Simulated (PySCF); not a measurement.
## SiH₂, triplet: computed properties

Level of theory: UPBE in PySCF with Si def2-TZVP, H def2-TZVP; no relativity; density-fitted integrals.

The structure is a minimum.

| Property | Result |
| --- | --- |
| Point group | C2v |
| Bond lengths | Si–H 1.497 Å (×2) |
| Bond angles | H–Si–H 118.8° |
| Heat capacity Cp at 298.15 K | 35.7 J/(mol K) |
| Lowest empty level (β) | -4.20 eV |
| Entropy at 298.15 K and 1 bar (electronic part: spin only) | 215.5 J/(mol K) |
| Zero-point energy | 30.7 kJ/mol |
| Dipole moment | 0.02 D |
| Rotational symmetry number | 2 |
| Atomisation energy without zero-point energy | 551 kJ/mol |
| Spin squared ⟨S²⟩ | 2.003 |
| Enthalpy at 298.15 K above 0 K | 10.09 kJ/mol |
| Rotational constants | 15.43, 5.036, 3.797 cm⁻¹ |
| Highest occupied level (α) | -4.72 eV |
| Principal polarisabilities | 27.5, 27.6, 34.9 bohr³ |
| Principal quadrupole moments (Buckingham, traceless) about the centre of mass | -1.75, 0.75, 1.01 D Å |

Harmonic modes (masses in u: Si 27.977, H 1.008):
```tsv
symmetry	ω (cm⁻¹)	IR (km/mol)	type
a1	853	49.1	bend
a1	2105	9.3	stretch
b2	2178	55.1	stretch
```

In C2v the vibrations span 2a1 + b2. Here b1 is antisymmetric to the molecular plane and b2 lies in it.

Charges (e):
```json
{"atom": "Si1", "Mulliken": "-0.07", "Löwdin": "0.06", "polar tensor": "0.21", "spin (Mulliken)": "1.88", "Mayer order to Si1": "–"}
{"atom": "H2,3", "Mulliken": "0.03", "Löwdin": "-0.03", "polar tensor": "-0.10", "spin (Mulliken)": "0.06", "Mayer order to Si1": "0.93"}
```

Mulliken populations on Si1: s 5.51, p 8.47, d 0.08, f 0.01.

Outer orbital energies (eV). α occupied: -13.10, -9.18, -6.34, -4.72; empty: -0.39, 0.19, 3.16, 3.60. β occupied: -12.07, -8.76; empty: -4.20, -2.60, 0.46, 1.28.

This need not be the most stable arrangement of these atoms. At this level a singlet minimum of C2v symmetry lies 68 kJ/mol below this structure.

The final relaxation and frequency run took 7.8 s on 2 threads of a shared Arm Neoverse V1 host, with 49 basis functions and 9 gradients; the process peaked at 0.54 GiB. Launch command: `OMP_NUM_THREADS=2 python axn.py task.json out`.
